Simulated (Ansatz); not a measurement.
Steps of a relaxation of C4H4ClF (`FC#CCCCl`) with RKS PBE-D4/def2-SVP.

```sh
$ ansatz run in.yaml --threads 4 --pin off --events-out ev --progress --plain --max-ram 10444MiB
```

```yaml
crystal:
  periodic: [false, false, false]
  atoms:
    - {symbol: F, position_ang: [1.548800, -3.010200, 1.513800]}
    - {symbol: C, position_ang: [0.873300, -2.010200, 0.797200]}
    - {symbol: C, position_ang: [0.287300, -1.147600, 0.156200]}
    - {symbol: C, position_ang: [-0.288700, -0.089700, -0.604900]}
    - {symbol: C, position_ang: [-0.205000, 1.252100, 0.048600]}
    - {symbol: Cl, position_ang: [-1.038500, 2.534600, -0.879100]}
    - {symbol: H, position_ang: [-1.398900, -0.351000, -0.691000]}
    - {symbol: H, position_ang: [0.089000, -0.052700, -1.623200]}
    - {symbol: H, position_ang: [-0.633400, 1.277100, 1.115300]}
    - {symbol: H, position_ang: [0.849100, 1.546400, 0.170000]}
basis:
  gaussian: {orbitals: def2-SVP}
hamiltonian: {xc: pbe, dispersion: d4}
relax: {f_tol: 0.03, max_steps: 200}
```

Positions (Å) and forces (eV/Å) along the path, 6 of 6 steps:

```xyz
10
step=1 energy=-19427.5304 eV
F     1.549   -3.010    1.514   -2.161    3.054   -2.186
C     0.873   -2.010    0.797    1.846   -2.660    1.926
C     0.287   -1.148    0.156    1.343   -1.236    0.909
C    -0.289   -0.090   -0.605   -2.628   -0.388   -0.123
C    -0.205    1.252    0.049    0.047    0.935    1.859
Cl   -1.038    2.535   -0.879   -0.060    0.020   -0.168
H    -1.399   -0.351   -0.691    0.707    0.297   -0.235
H     0.089   -0.053   -1.623    0.380    0.030   -0.725
H    -0.633    1.277    1.115    0.271   -0.256   -1.155
H     0.849    1.546    0.170    0.256    0.203   -0.102
10
step=2 energy=-19427.8962 eV
F     1.537   -2.960    1.490   -1.085    1.515   -1.085
C     0.892   -2.014    0.807    1.051   -1.513    1.116
C     0.295   -1.163    0.171    0.417   -0.304    0.163
C    -0.330   -0.102   -0.592   -0.862   -0.238   -0.203
C    -0.190    1.255    0.073   -0.063    0.278    0.701
Cl   -1.022    2.521   -0.884   -0.061    0.130   -0.080
H    -1.421   -0.342   -0.724    0.335    0.184    0.026
H     0.085   -0.051   -1.614    0.137   -0.020   -0.202
H    -0.636    1.254    1.101    0.110   -0.015   -0.376
H     0.872    1.552    0.176    0.020   -0.017   -0.060
10
step=3 energy=-19427.9586 eV
F     1.519   -2.920    1.475    0.474   -0.722    0.532
C     0.914   -2.022    0.814   -0.559    0.814   -0.576
C     0.314   -1.176    0.171    0.085   -0.063    0.033
C    -0.343   -0.115   -0.593    0.005    0.001   -0.018
C    -0.197    1.253    0.083    0.136   -0.011   -0.002
Cl   -1.006    2.542   -0.877   -0.032    0.004   -0.027
H    -1.423   -0.332   -0.720   -0.074   -0.060   -0.013
H     0.085   -0.064   -1.618   -0.018    0.024    0.019
H    -0.647    1.253    1.092   -0.042   -0.012    0.037
H     0.869    1.530    0.177    0.023    0.025    0.016
10
step=4 energy=-19427.9685 eV
F     1.522   -2.930    1.484   -0.027    0.021   -0.015
C     0.910   -2.018    0.812    0.022   -0.044    0.057
C     0.313   -1.173    0.168    0.033    0.022   -0.059
C    -0.344   -0.113   -0.595   -0.025   -0.018   -0.003
C    -0.192    1.254    0.083    0.023   -0.014    0.035
Cl   -1.011    2.536   -0.877   -0.017    0.035   -0.020
H    -1.426   -0.336   -0.722    0.004    0.002    0.009
H     0.081   -0.058   -1.621   -0.001    0.002    0.007
H    -0.645    1.251    1.093   -0.007   -0.001   -0.001
H     0.874    1.537    0.179   -0.006   -0.006   -0.009
10
step=5 energy=-19427.9690 eV
F     1.508   -2.929    1.501   -0.009    0.013   -0.009
C     0.908   -2.017    0.820   -0.133    0.195   -0.152
C     0.330   -1.172    0.153    0.121   -0.190    0.129
C    -0.341   -0.113   -0.603    0.003   -0.002    0.004
C    -0.190    1.250    0.083   -0.011    0.024   -0.015
Cl   -1.020    2.539   -0.865    0.002   -0.010    0.000
H    -1.422   -0.341   -0.720    0.015   -0.008    0.013
H     0.073   -0.047   -1.633    0.005   -0.009    0.018
H    -0.638    1.242    1.095    0.001   -0.009    0.008
H     0.875    1.538    0.171    0.006   -0.006    0.004
10
step=6 energy=-19427.9695 eV
F     1.504   -2.927    1.500    0.000    0.001   -0.002
C     0.906   -2.015    0.817    0.002   -0.007    0.007
C     0.331   -1.173    0.151   -0.003    0.009   -0.003
C    -0.339   -0.113   -0.602   -0.001   -0.002   -0.002
C    -0.189    1.251    0.083    0.002    0.005    0.002
Cl   -1.022    2.537   -0.865    0.000   -0.001    0.001
H    -1.421   -0.342   -0.715    0.006   -0.004   -0.010
H     0.076   -0.047   -1.631   -0.010   -0.006    0.000
H    -0.637    1.240    1.095    0.008    0.004   -0.001
H     0.876    1.538    0.170   -0.005    0.002    0.008
```

It took 12 s on 4 threads of an Intel Xeon Platinum 8259CL on a shared host, with 0.17 GiB of host memory at the peak.
